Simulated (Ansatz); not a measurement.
# Property card for FePt

Theory: DFT PBEsol, scalar-relativistic, plane waves, PAW (Ansatz 0.2.0).

Cutoff 420 eV; k points 16×16×12 on the computed 2-atom cell (Γ-centred); Gaussian smearing, width 0.10 eV; collinear spin from starting moments 3.17 0.41 μB.

The structure is relaxed at this level of theory with its symmetry kept. Whether it is the stable form of this composition wasn't checked.

```
Fe Pt
1.0
     2.68678    0.00000    0.00000
     0.00000    2.68678    0.00000
     0.00000    0.00000    3.71740
Fe Pt
1 1
Direct
  0.00000 0.00000 0.00000
  0.50000 0.50000 0.50000
```

| Item | Value |
| --- | --- |
| Space group | P4/mmm (No. 123) |
| Volume per atom | 90.5 bohr³ |
| Formation energy from the elements' standard states (uncorrected) | -0.201 eV/atom |
| Kohn–Sham band gap | none (metal) |
| Density of states at the Fermi level | 1.23 states/eV per cell |
| Löwdin character within 0.5 eV of the Fermi level | Fe 3d 64 %, Pt 5d 24 %, unprojected 4 % |
| Bulk modulus | 231 GPa |
| Its pressure derivative | 5.0 |
| Bader charges (e) | Fe (1 in the cell) 0.63, Pt (1 in the cell) -0.63 |
| Total moment | 3.21 μB per cell |
| Site moments (μB; atoms counted from 1 over the whole cell) | Fe (atom 1) 2.88, Pt (atom 2) 0.38 |

Spin-orbit coupling is left out, which matters for the bands of heavy elements.

Only this magnetic start was tried.